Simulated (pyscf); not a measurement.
## Four-centre exchange: HO–Ga (SMILES [OH][Ga]) [singlet] + HO–SiH₃ (SMILES O[SiH3]) → H₃Si–O–Ga (SMILES [SiH3][O][Ga]) [singlet] + H₂O (SMILES O)

Gas phase, singlet surface, charge 0. Bonds broken: Ga1–O2, H3–O4. Bonds formed: Ga1–O4, O2–H3. Single points on ωB97X-D3(BJ)/def2-SVP structures (PySCF, gas phase).

Transition state (Å):

```xyz
9

Ga     0.1499    -1.7837    -0.8129
O      1.5165    -1.2262     0.5437
H      0.4678    -0.6414     0.9526
O     -0.6561    -0.5734     0.7269
Si    -1.9928    -0.2975     1.6797
H      2.3505    -0.7747     0.3747
H     -1.9509    -1.1242     2.9225
H     -3.2082    -0.6589     0.8960
H     -2.0734     1.1400     2.0715
```

One imaginary mode, 741i cm⁻¹; descent along it reached the two sides named, in the forms told below.

```csv
bond,change,reactant side (Å),saddle,product side
Ga1–O2,breaks,1.871,2.005,2.464
H3–O4,breaks,0.989,1.148,1.894
Ga1–O4,forms,2.455,2.118,1.880
O2–H3,forms,1.716,1.268,0.978
```

Electronic energies relative to the separated reactants (eV):

```tsv
level	barrier	reaction energy	reverse barrier
ωB97X-D3(BJ)/def2-TZVP	-0.26	-0.37	0.12
PBE/def2-TZVP	-0.32	-0.29	-0.03
r²SCAN/def2-TZVP	-0.33	-0.32	-0.02
B3LYP-D3(BJ)/def2-TZVP	-0.26	-0.36	0.10
PBE0-D3(BJ)/def2-TZVP	-0.31	-0.34	0.03
M06-2X/def2-TZVP	-0.29	-0.33	0.04
ωB97M-D3(BJ)/def2-TZVP	-0.19	-0.33	0.13
HF/def2-TZVP	0.30	-0.37	0.67
```

With ωB97M-D3(BJ)/def2-TZVP energies and thermal terms (ideal gas, 1 atm, RRHO with modes under 100 cm⁻¹ raised to 100, one conformer, R ln 2 for rigid chiral ones), in eV:

| T (K) | ΔH‡ | ΔG‡ | ΔH | ΔG |
|---|---|---|---|---|
| 298 | -0.24 | 0.25 | -0.29 | -0.24 |
| 600 | -0.23 | 0.74 | -0.30 | -0.18 |
| 900 | -0.21 | 1.21 | -0.31 | -0.12 |
| 1200 | -0.18 | 1.68 | -0.31 | -0.06 |

On the reactant side the descent ends in a bound adduct, 0.49 eV under the separated species and 0.24 eV under the saddle at ωB97X-D3(BJ)/def2-TZVP. On the product side the descent ends in a bound adduct, 0.40 eV under the separated species and 0.52 eV under the saddle at ωB97X-D3(BJ)/def2-TZVP. At ωB97X-D3(BJ), PBE, r²SCAN, B3LYP-D3(BJ), PBE0-D3(BJ), M06-2X, ωB97M-D3(BJ) the saddle lies under the separated reactants, which points to a path from their complex (located at ωB97X-D3(BJ) alone). At PBE, r²SCAN the saddle lies under the separated products, which points to a path from their complex (located at ωB97X-D3(BJ) alone). One saddle was located; it need not be the lowest between these sides. Elements up to Kr have no core potential and no relativistic terms here.
